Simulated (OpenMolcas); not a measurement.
**Potential curves of SiS: spin-free states**

Calculated with OpenMolcas 26.06: state-averaged CASSCF(8,7) over S 3p, Si 3s 3p, XMS-CASPT2 (IPEA 0.25, imaginary shift 0.2 hartree), scalar X2C, ANO-RCC-VTZP, then RASSI spin–orbit state interaction with atomic mean-field integrals. C2 symmetry about the axis (a holds Σ, Δ, Γ; b holds Π, Φ, H; Σ⁺ and Σ⁻ are not told apart); roots by multiplicity and irrep: 1a 4, 3a 4, 3b 2, 1b 2, 5b 2.

XMS-CASPT2 energies in eV from the lowest point. Curves are followed by energy order within each symmetry, so they are adiabatic and may change character at avoided crossings; Σ⁺ and Σ⁻ are counted together.

| R (Å) | (1)1Σ | (1)3Δ | (2)1Σ | (1)1Δ | (1)5Π |
| --- | --- | --- | --- | --- | --- |
| 1.865 | 0.111 | 4.737 | 5.035 | 5.074 | 7.077 |
| 1.953 | 0.000 | 4.127 | 4.390 | 4.431 | 6.438 |
| 2.051 | 0.140 | 3.748 | 3.986 | 4.023 | 6.037 |
| 2.148 | 0.457 | 3.599 | 3.803 | 3.834 | 5.848 |
| 2.285 | 1.063 | 3.628 | 3.787 | 3.810 | 5.798 |
| 2.461 | 1.946 | 3.895 | 3.995 | 4.010 | 5.898 |
| 2.734 | 3.258 | 4.509 | 4.537 | 4.535 | 6.089 |
| 3.125 | 4.717 | 5.387 | 5.329 | 5.322 | 6.233 |
| 3.711 | 5.937 | 6.231 | 6.110 | 6.104 | 6.304 |

Left out for impure symmetry, kinks or missing points, though low: (1)3Π, (1)3Σ, (1)1Π, (2)3Σ. Only roots inside an energy window near the equilibrium distance were included, so the list of states is not complete; labels number the states computed. Each spin and symmetry block has orbitals of its own, averaged over its own roots, so gaps between blocks are less sure than gaps within one and near the minimum can be off by tenths of an eV, in bad cases by more. No Rydberg orbitals are active, so Rydberg states, and σ→σ* states whose orbital the CASSCF left unused, can be missing between those listed. CASPT2 splits the two components of degenerate states numerically, here by up to 61 cm⁻¹. At stretched bonds a block can hold a wrong CASSCF solution and miss its lowest state; points past a visible jump are left out. No roots were computed in block 5a (none fell in the window or the block failed), so states of that kind are missing and can lie low or lowest. Points that failed a check (symmetry, reference weights, a jump) are left out.
